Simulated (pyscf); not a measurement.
**Substitution at C: `[CH3][Cd][CH3]` + `[H]` [doublet] → `[CH3][Cd]` [doublet] + `[CH4]`**

Gas phase, doublet surface, charge 0. Bonds broken: Cd1–C2. Bonds formed: C2–H10. PySCF, gas phase, ωB97X-D3(BJ)/def2-SVP geometries.

Transition state (Å):

```xyz
10

Cd    -0.4403    -0.0472    -0.4528
C     -1.9319     0.6451     1.1715
C      0.9490    -0.6914    -1.9571
H     -2.8269     0.6125     0.5477
H     -1.7511    -0.1740     1.8698
H     -1.4675     1.6128     1.3693
H      1.7371     0.0641    -2.1059
H      0.4346    -0.8494    -2.9186
H      1.4286    -1.6383    -1.6613
H     -2.9720     1.1273     2.3033
```

One imaginary mode, 1386i cm⁻¹; descent along it reached the two sides named.

```tsv
bond	change	reactant side (Å)	saddle	product side
Cd1–C2	breaks	2.112	2.311	4.4
C2–H10	forms	3.8	1.611	1.100
```

Electronic energies relative to the separated reactants (kcal/mol):

```
level                   barrier  reaction energy  reverse barrier
----------------------  -------  ---------------  ---------------
ωB97X-D3(BJ)/def2-TZVP     14.3            -43.6             57.9
PBE/def2-TZVP               4.9            -47.1             52.0
r²SCAN/def2-TZVP            5.2            -48.4             53.7
B3LYP-D3(BJ)/def2-TZVP      5.5            -52.0             57.4
PBE0-D3(BJ)/def2-TZVP       8.5            -46.7             55.2
M06-2X/def2-TZVP           10.0            -50.6             60.5
ωB97M-D3(BJ)/def2-TZVP     12.5            -46.8             59.3
HF/def2-TZVP               23.1            -52.0             75.0
```

With ωB97M-D3(BJ)/def2-TZVP energies and thermal terms (ideal gas, 1 atm, RRHO with modes under 100 cm⁻¹ raised to 100, one conformer, R ln 2 for chiral ones without a mode under 150 cm⁻¹), in kcal/mol:

| T (K) | ΔH‡ | ΔG‡ | ΔH | ΔG |
|---|---|---|---|---|
| 298 | 13.2 | 19.5 | -42.3 | -44.5 |
| 600 | 12.6 | 26.2 | -44.0 | -46.0 |
| 900 | 12.2 | 33.0 | -45.7 | -46.7 |
| 1200 | 11.8 | 40.0 | -47.2 | -46.8 |

Abstraction by the radical was not located in this set and often lies lower. One saddle was located; it need not be the lowest between these sides. The angle at the attacked C is 180°. Elements past Kr carry the def2 core potentials, without spin-orbit coupling.
